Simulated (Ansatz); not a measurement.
hcp Hf was calculated with RPBE (PAW; Ansatz, a first-principles code).

Settings: plane-wave cutoff 520 eV, 24×24×14 k mesh (along the axes of the cell as run), Fermi–Dirac smearing 0.037 eV (set by the program), scalar-relativistic PAW data made under PBE.

Computed at the level's own relaxed cell.

```yaml
crystal:
  lattice:
    - [3.23371, 0.00000, 0.00000]
    - [-1.61686, 2.80048, 0.00000]
    - [0.00000, 0.00000, 5.11087]
  atoms:
    - { symbol: Hf, position: [0.66667, 0.33333, 0.75000] }
    - { symbol: Hf, position: [0.33333, 0.66667, 0.25000] }
```

Question: Give the elastic tensor (Voigt notation, GPa, ions relaxed, in the Cartesian axes of the cell as printed).

Answer: 
```
  175.0    65.5    62.7     0.0     0.0     0.0
   65.5   175.0    62.7     0.0     0.0     0.0
   62.7    62.7   183.7     0.0     0.0     0.0
    0.0     0.0     0.0    55.0     0.0     0.0
    0.0     0.0     0.0     0.0    55.0     0.0
    0.0     0.0     0.0     0.0     0.0    54.7
```

Spin–orbit coupling is not included.

The computed numbers hold no vibrational or temperature effects.
